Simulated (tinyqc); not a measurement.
Worked calculation: UHF in the sto-3g basis, for H2O, spin multiplicity 1. One step of it, computed by the program tinyqc.

Question. Iteration 1: building the Fock matrix. J_ij = sum D_kl (ij|kl) with D = D(alpha) + D(beta), K_ij = sum D_kl (ik|jl) for each spin; F = H + J - K(s); E = tr D H + tr D J / 2 - 0.5 sum_s tr D(s) K(s) + E_nn.

D(alpha) at the start:
```
            1O 1s      1O 2s     1O 2px     1O 2py     1O 2pz      2H 1s      3H 1s
1O 1s    1.031924  -0.129883   0.000000   0.000000   0.054500  -0.069367  -0.069367
1O 2s   -0.129883   0.594466   0.000000   0.000000  -0.199347   0.176666   0.176666
1O 2px   0.000000   0.000000   0.584984  -0.367917   0.000000   0.432307  -0.432307
1O 2py   0.000000   0.000000  -0.367917   0.947867   0.000000  -0.089668   0.089668
1O 2pz   0.054500  -0.199347   0.000000   0.000000   0.916303   0.060096   0.060096
2H 1s   -0.069367   0.176666   0.432307  -0.089668   0.060096   0.436132  -0.295515
3H 1s   -0.069367   0.176666  -0.432307   0.089668   0.060096  -0.295515   0.436132
```

D(beta) at the start:
```
            1O 1s      1O 2s     1O 2px     1O 2py     1O 2pz      2H 1s      3H 1s
1O 1s    1.031924  -0.129883   0.000000   0.000000   0.054500  -0.069367  -0.069367
1O 2s   -0.129883   0.594466   0.000000   0.000000  -0.199347   0.176666   0.176666
1O 2px   0.000000   0.000000   0.584984   0.367917   0.000000  -0.432307   0.432307
1O 2py   0.000000   0.000000   0.367917   0.947867   0.000000  -0.089668   0.089668
1O 2pz   0.054500  -0.199347   0.000000   0.000000   0.916303   0.060096   0.060096
2H 1s   -0.069367   0.176666  -0.432307  -0.089668   0.060096   0.436132  -0.295515
3H 1s   -0.069367   0.176666   0.432307   0.089668   0.060096  -0.295515   0.436132
```

core Hamiltonian H = T + V (hartree):
```
             1O 1s      1O 2s     1O 2px     1O 2py     1O 2pz      2H 1s      3H 1s
1O 1s   -32.648280  -7.595611   0.000000   0.000000  -0.016797  -1.487529  -1.487529
1O 2s    -7.595611  -9.267936   0.000000   0.000000  -0.201844  -3.327621  -3.327621
1O 2px    0.000000   0.000000  -7.402754   0.000000   0.000000   0.000000   0.000000
1O 2py    0.000000   0.000000   0.000000  -7.534426   0.000000  -1.850511   1.850511
1O 2pz   -0.016797  -0.201844   0.000000   0.000000  -7.484889  -1.522596  -1.522596
2H 1s    -1.487529  -3.327621   0.000000  -1.850511  -1.522596  -4.811622  -1.346108
3H 1s    -1.487529  -3.327621   0.000000   1.850511  -1.522596  -1.346108  -4.811622
```

Two-electron integrals (ij|kl) in chemists' order, unique and non-zero (hartree):
```
(11|11) 4.785065    (21|11) 0.741380    (21|21) 0.136873    (22|11) 1.118947
(22|21) 0.256633    (22|22) 0.817206    (31|31) 0.024477    (32|31) 0.037809
(32|32) 0.180518    (33|11) 1.115814    (33|21) 0.256684    (33|22) 0.817023
(33|33) 0.880159    (41|41) 0.024477    (42|41) 0.037809    (42|42) 0.180518
(43|43) 0.047444    (44|11) 1.115814    (44|21) 0.256684    (44|22) 0.817023
(44|33) 0.785270    (44|44) 0.880159    (51|51) 0.024477    (52|51) 0.037809
(52|52) 0.180518    (53|53) 0.047444    (54|54) 0.047444    (55|11) 1.115814
(55|21) 0.256684    (55|22) 0.817023    (55|33) 0.785270    (55|44) 0.785270
(55|55) 0.880159    (61|11) 0.146067    (61|21) 0.026743    (61|22) 0.049832
(61|33) 0.049735    (61|41) 0.000969    (61|42) 0.001815    (61|44) 0.049918
(61|51) 0.000765    (61|52) 0.001434    (61|54) 0.000144    (61|55) 0.049849
(61|61) 0.005293    (62|11) 0.358829    (62|21) 0.083345    (62|22) 0.294263
(62|33) 0.289235    (62|41) 0.004914    (62|42) 0.037693    (62|44) 0.298351
(62|51) 0.003881    (62|52) 0.029770    (62|54) 0.007200    (62|55) 0.294921
(62|61) 0.016607    (62|62) 0.131686    (63|31) 0.008678    (63|32) 0.050675
(63|43) 0.007811    (63|53) 0.006169    (63|63) 0.018668    (64|11) 0.203963
(64|21) 0.047983    (64|22) 0.180888    (64|33) 0.172698    (64|41) 0.011155
(64|42) 0.072587    (64|44) 0.193705    (64|51) 0.001956    (64|52) 0.017306
(64|54) 0.010422    (64|55) 0.176057    (64|61) 0.009979    (64|62) 0.098331
(64|64) 0.091244    (65|11) 0.161090    (65|21) 0.037897    (65|22) 0.142865
(65|33) 0.136397    (65|41) 0.001956    (65|42) 0.017306    (65|44) 0.140650
(65|51) 0.010223    (65|52) 0.064343    (65|54) 0.011170    (65|55) 0.151389
(65|61) 0.007882    (65|62) 0.077662    (65|64) 0.057321    (65|65) 0.063940
(66|11) 0.501557    (66|21) 0.118390    (66|22) 0.479659    (66|33) 0.460326
(66|41) 0.008966    (66|42) 0.095075    (66|44) 0.495675    (66|51) 0.007082
(66|52) 0.075090    (66|54) 0.027918    (66|55) 0.482376    (66|61) 0.023795
(66|62) 0.271349    (66|64) 0.231281    (66|65) 0.182666    (66|66) 0.774606
(71|11) 0.146067    (71|21) 0.026743    (71|22) 0.049832    (71|33) 0.049735
(71|41) -0.000969   (71|42) -0.001815   (71|44) 0.049918    (71|51) 0.000765
(71|52) 0.001434    (71|54) -0.000144   (71|55) 0.049849    (71|61) 0.005212
(71|62) 0.016087    (71|64) 0.008841    (71|65) 0.007641    (71|66) 0.022807
(71|71) 0.005293    (72|11) 0.358829    (72|21) 0.083345    (72|22) 0.294263
(72|33) 0.289235    (72|41) -0.004914   (72|42) -0.037693   (72|44) 0.298351
(72|51) 0.003881    (72|52) 0.029770    (72|54) -0.007200   (72|55) 0.294921
(72|61) 0.016087    (72|62) 0.106598    (72|64) 0.054927    (72|65) 0.061133
(72|66) 0.179940    (72|71) 0.016607    (72|72) 0.131686    (73|31) 0.008678
(73|32) 0.050675    (73|43) -0.007811   (73|53) 0.006169    (73|63) 0.014608
(73|73) 0.018668    (74|11) -0.203963   (74|21) -0.047983   (74|22) -0.180888
(74|33) -0.172698   (74|41) 0.011155    (74|42) 0.072587    (74|44) -0.193705
(74|51) -0.001956   (74|52) -0.017306   (74|54) 0.010422    (74|55) -0.176057
(74|61) -0.008841   (74|62) -0.054927   (74|64) -0.014176   (74|65) -0.030812
(74|66) -0.082558   (74|71) -0.009979   (74|72) -0.098331   (74|74) 0.091244
(75|11) 0.161090    (75|21) 0.037897    (75|22) 0.142865    (75|33) 0.136397
(75|41) -0.001956   (75|42) -0.017306   (75|44) 0.140650    (75|51) 0.010223
(75|52) 0.064343    (75|54) -0.011170   (75|55) 0.151389    (75|61) 0.007641
(75|62) 0.061133    (75|64) 0.030812    (75|65) 0.049136    (75|66) 0.112929
(75|71) 0.007882    (75|72) 0.077662    (75|74) -0.057321   (75|75) 0.063940
(76|11) 0.133740    (76|21) 0.031354    (76|22) 0.120194    (76|33) 0.117357
(76|44) 0.119707    (76|51) 0.002285    (76|52) 0.020863    (76|55) 0.123387
(76|61) 0.006184    (76|62) 0.053424    (76|64) 0.034487    (76|65) 0.035419
(76|66) 0.114163    (76|71) 0.006184    (76|72) 0.053424    (76|74) -0.034487
(76|75) 0.035419    (76|76) 0.026712    (77|11) 0.501557    (77|21) 0.118390
(77|22) 0.479659    (77|33) 0.460326    (77|41) -0.008966   (77|42) -0.095075
(77|44) 0.495675    (77|51) 0.007082    (77|52) 0.075090    (77|54) -0.027918
(77|55) 0.482376    (77|61) 0.022807    (77|62) 0.179940    (77|64) 0.082558
(77|65) 0.112929    (77|66) 0.324576    (77|71) 0.023795    (77|72) 0.271349
(77|74) -0.231281   (77|75) 0.182666    (77|76) 0.114163    (77|77) 0.774606
```

nuclear repulsion = 8.59328847 hartree

Give: Coulomb J; exchange K(alpha); exchange K(beta); F(alpha); F(beta); total energy of this density.

Answer.

Coulomb J (hartree):
```
         1O 1s  1O 2s  1O 2px  1O 2py  1O 2pz  2H 1s   3H 1s
1O 1s   17.361  3.278   0.000   0.000  -0.007  0.641   0.641
1O 2s    3.278  8.172   0.000   0.000   0.030  2.937   2.937
1O 2px   0.000  0.000   8.086   0.000   0.000  0.000   0.000
1O 2py   0.000  0.000   0.000   8.213   0.000  1.809  -1.809
1O 2pz  -0.007  0.030   0.000   0.000   8.193  1.443   1.443
2H 1s    0.641  2.937   0.000   1.809   1.443  4.936   1.209
3H 1s    0.641  2.937   0.000  -1.809   1.443  1.209   4.936
```

exchange K(alpha) (hartree):
```
        1O 1s   1O 2s  1O 2px  1O 2py  1O 2pz  2H 1s   3H 1s
1O 1s   4.866   0.845   0.000   0.000   0.004  0.168   0.168
1O 2s   0.845   1.233   0.000   0.000  -0.057  0.520   0.520
1O 2px  0.000   0.000   0.766  -0.150   0.000  0.084  -0.084
1O 2py  0.000   0.000  -0.150   1.097   0.000  0.300  -0.300
1O 2pz  0.004  -0.057   0.000   0.000   1.104  0.231   0.231
2H 1s   0.168   0.520   0.084   0.300   0.231  0.589   0.182
3H 1s   0.168   0.520  -0.084  -0.300   0.231  0.182   0.589
```

exchange K(beta) (hartree):
```
        1O 1s   1O 2s  1O 2px  1O 2py  1O 2pz   2H 1s   3H 1s
1O 1s   4.866   0.845   0.000   0.000   0.004   0.168   0.168
1O 2s   0.845   1.233   0.000   0.000  -0.057   0.520   0.520
1O 2px  0.000   0.000   0.766   0.150   0.000  -0.084   0.084
1O 2py  0.000   0.000   0.150   1.097   0.000   0.300  -0.300
1O 2pz  0.004  -0.057   0.000   0.000   1.104   0.231   0.231
2H 1s   0.168   0.520  -0.084   0.300   0.231   0.589   0.182
3H 1s   0.168   0.520   0.084  -0.300   0.231   0.182   0.589
```

F(alpha) (hartree):
```
          1O 1s   1O 2s  1O 2px  1O 2py  1O 2pz   2H 1s   3H 1s
1O 1s   -20.154  -5.163   0.000   0.000  -0.027  -1.015  -1.015
1O 2s    -5.163  -2.329   0.000   0.000  -0.114  -0.911  -0.911
1O 2px    0.000   0.000  -0.083   0.150   0.000  -0.084   0.084
1O 2py    0.000   0.000   0.150  -0.419   0.000  -0.342   0.342
1O 2pz   -0.027  -0.114   0.000   0.000  -0.396  -0.311  -0.311
2H 1s    -1.015  -0.911  -0.084  -0.342  -0.311  -0.464  -0.319
3H 1s    -1.015  -0.911   0.084   0.342  -0.311  -0.319  -0.464
```

F(beta) (hartree):
```
          1O 1s   1O 2s  1O 2px  1O 2py  1O 2pz   2H 1s   3H 1s
1O 1s   -20.154  -5.163   0.000   0.000  -0.027  -1.015  -1.015
1O 2s    -5.163  -2.329   0.000   0.000  -0.114  -0.911  -0.911
1O 2px    0.000   0.000  -0.083  -0.150   0.000   0.084  -0.084
1O 2py    0.000   0.000  -0.150  -0.419   0.000  -0.342   0.342
1O 2pz   -0.027  -0.114   0.000   0.000  -0.396  -0.311  -0.311
2H 1s    -1.015  -0.911   0.084  -0.342  -0.311  -0.464  -0.319
3H 1s    -1.015  -0.911  -0.084   0.342  -0.311  -0.319  -0.464
```

total energy of this density = -74.32053 hartree
